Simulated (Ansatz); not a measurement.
Write a Python script for Ansatz 0.2.0, Python API that makes vertical and adiabatic energies of changing the electron count of BClH4Si, SMILES [SiH3]BCl. Settings (for the species named): PBE0, def2-SVP basis, multiplicity 1.

```yaml
atoms:
  - { symbol: Si, position_ang: [-0.6132, 0.4766, -0.2724] }
  - { symbol: B, position_ang: [0.8607, -0.5712, 0.5298] }
  - { symbol: Cl, position_ang: [1.5559, -1.8602, -0.3251] }
  - { symbol: H, position_ang: [-1.7986, -0.3457, -0.5523] }
  - { symbol: H, position_ang: [-0.2382, 1.0892, -1.5541] }
  - { symbol: H, position_ang: [-1.0813, 1.5780, 0.5770] }
  - { symbol: H, position_ang: [1.3146, -0.3666, 1.5971] }
```

The script, `bclh4si_adiabatic.py`:
```python
import itertools
import warnings

import ansatz as az
from ase import Atoms
from ase.data import atomic_numbers, covalent_radii
import numpy as np

warnings.simplefilter("ignore", az.DeckWarning)

atoms = Atoms(["Si", "B", "Cl", "H", "H", "H", "H"], positions=[
    [-0.61317, 0.47656, -0.27237],
    [0.86071, -0.57118, 0.5298],
    [1.55591, -1.86025, -0.32512],
    [-1.79858, -0.34572, -0.55233],
    [-0.23821, 1.08915, -1.55406],
    [-1.08129, 1.57801, 0.57698],
    [1.31462, -0.36656, 1.5971],
])
bclh4si = az.Crystal.molecule_from_ase(atoms)

setup = (
    bclh4si.calculation()
    .basis(gaussian="def2-SVP")
    .functional("pbe0")
)
symbols = [site.symbol for site in bclh4si.cartesian_sites]
start = np.array([site.position_ang for site in bclh4si.cartesian_sites], dtype=float)
report = setup.relax(force_tolerance=0.01).run(threads=1, backend="cpu").report
end = np.array(report["positions_ang"])

minimum = az.Crystal.molecule()
for symbol, place in zip(symbols, end):
    minimum = minimum.atom(symbol, place.tolist())
ion = minimum.calculation()
ion = ion.basis(gaussian="def2-SVP").functional("pbe0")
ion = ion.charge(1)
ion = ion.spin("collinear", total=1)
vertical = ion.run(threads=1, backend="cpu").report
settled = ion.relax(force_tolerance=0.01, max_steps=80).run(threads=1, backend="cpu").report
print(f"vertical ionisation energy   {vertical['free_energy_ev'] - report['free_energy_ev']:.3f} eV")
print(f"adiabatic, no zero point     {settled['free_energy_ev'] - report['free_energy_ev']:.3f} eV")
print(f"relaxation energy of the ion {vertical['free_energy_ev'] - settled['free_energy_ev']:.3f} eV")
ionised = np.array(settled["positions_ang"])
radius = [covalent_radii[atomic_numbers[s]] for s in symbols]
span = lambda where, i, j: np.linalg.norm(where[i] - where[j])
bonded = [(i, j) for i, j in itertools.combinations(range(len(symbols)), 2) if min(span(end, i, j), span(ionised, i, j)) < 1.2 * (radius[i] + radius[j])]
print("pair        before    after (A)")
for i, j in bonded:
    print(f"{symbols[i]}{i}-{symbols[j]}{j}".ljust(10), f"{span(end, i, j):8.4f} {span(ionised, i, j):8.4f}")
for first, second in list(itertools.combinations(bonded, 2)):
    shared = set(first) & set(second)
    if shared and symbols[(j := shared.pop())] != "H":
        i, k = sorted((set(first) | set(second)) - {j})
        u, v = ionised[i] - ionised[j], ionised[k] - ionised[j]
        angle = np.degrees(np.arccos(np.clip(u @ v / np.linalg.norm(u) / np.linalg.norm(v), -1, 1)))
        print(f"final angle {symbols[i]}{i}-{symbols[j]}{j}-{symbols[k]}{k}: {angle:.2f} deg")
```

```console
$ python bclh4si_adiabatic.py
vertical ionisation energy   10.213 eV
adiabatic, no zero point     9.560 eV
relaxation energy of the ion 0.653 eV
pair        before    after (A)
Si0-B1       2.0252   2.2449
Si0-H3       1.4983   1.4880
Si0-H4       1.4979   1.4820
Si0-H5       1.4952   1.4830
B1-Cl2       1.7473   1.6546
B1-H6        1.2067   1.2080
final angle B1-Si0-H3: 93.50 deg
final angle B1-Si0-H4: 104.20 deg
final angle B1-Si0-H5: 100.24 deg
final angle Si0-B1-Cl2: 119.73 deg
final angle Si0-B1-H6: 103.02 deg
final angle H3-Si0-H4: 117.33 deg
final angle H3-Si0-H5: 116.97 deg
final angle H4-Si0-H5: 117.93 deg
final angle Cl2-B1-H6: 137.23 deg
```

The energies are electronic: no zero-point or thermal terms, and the basis set is short of its limit. The product may relax into another structure. Each relaxation finds its nearest minimum, which needn't be the lowest. It ran for 92 s on 1 thread of Arm Neoverse V1, with other jobs on the host, peak memory 0.24 GiB.
